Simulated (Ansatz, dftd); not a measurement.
Reaction: C4H6 (but-1-yne, SMILES C#CCC) → C2H (SMILES [C]#C, doublet) + C2H5 (SMILES [CH2]C, doublet) (the C-C bond breaks)
Each species at its own B3LYP-D3(BJ)/def2-TZVP minimum (Ansatz, an electronic-structure program).

Quantity: bond dissociation energy (electronic), in kcal/mol. Open shells are spin-unrestricted; no spin-orbit coupling. Cores are frozen in correlated methods. Rows without X2C or -DK are non-relativistic. CBS(X,Y): correlation extrapolated as X^-3, Hartree-Fock from the larger set. A bracket is a step between two methods taken in the basis named. Functionals run without relativity, which enters their misses. 'core' is core correlation in cc-pwCVTZ, 'X2C' scalar relativity in cc-pVTZ-DK, both at CCSD(T). The UHF reference of C2H ([C]#C, doublet) is spin-contaminated (<S^2> up to 0.36 over the pure value in the sets run).

| level | program | bond dissociation energy (kcal/mol) | difference against the last row |
|---|---|---|---|
| r2SCAN-D3(BJ)/def2-TZVPD | Ansatz + dftd3 | 124.0 | -6.1 |
| B3LYP-D4/def2-TZVPD | Ansatz + dftd4 | 128.6 | -1.5 |
| PBE0-D4/def2-TZVPD | Ansatz + dftd4 | 130.5 | 0.4 |
| r2SCANh-D4/def2-TZVPD | Ansatz + dftd4 | 123.9 | -6.2 |
| CCSDT(Q)/cc-pVDZ | Ansatz | 124.0 | -6.1 |
| CCSD(T)/CBS(cc-pVTZ,cc-pVQZ) + [CCSDT(Q) - CCSD(T)]/cc-pVDZ + core + X2C | Ansatz | 130.1 | 0.0 |
